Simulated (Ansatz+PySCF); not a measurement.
Results of a calculation; reference values are marked as such.
This PySCF input gave a total energy of -187.45747 hartree.

```python
from pyscf import gto, scf

mol = gto.M(atom="""
O 0.000000 0.000000 -1.066560
C 0.000000 0.000000 0.000000
O 0.000000 0.000000 1.066560
""", basis='def2-svp', charge=0, spin=0)
mf = scf.RHF(mol)
mf.init_guess = 'minao'
mf.kernel()
while True:  # follow internal instabilities
    mo, _, stable, _ = mf.stability(return_status=True)
    if stable: break
    mf.kernel(mf.make_rdm1(mo, mf.mo_occ))
print(mf.converged, mf.e_tot, mf.spin_square()[0])
```

Q: Write an input for Ansatz with the same method and basis set.

A:

```yaml
crystal:
  periodic: [false, false, false]
  atoms:
    - { symbol: O, position_ang: [0.0, 0.0, -1.06656] }
    - { symbol: C, position_ang: [0.0, 0.0, 0.0] }
    - { symbol: O, position_ang: [0.0, 0.0, 1.06656] }
basis:
  gaussian: { orbitals: def2-SVP }
hamiltonian:
  xc: hf
```

Ansatz (development build ahead of 0.2.0) gave -187.45747 hartree, 0.03 meV from the first.
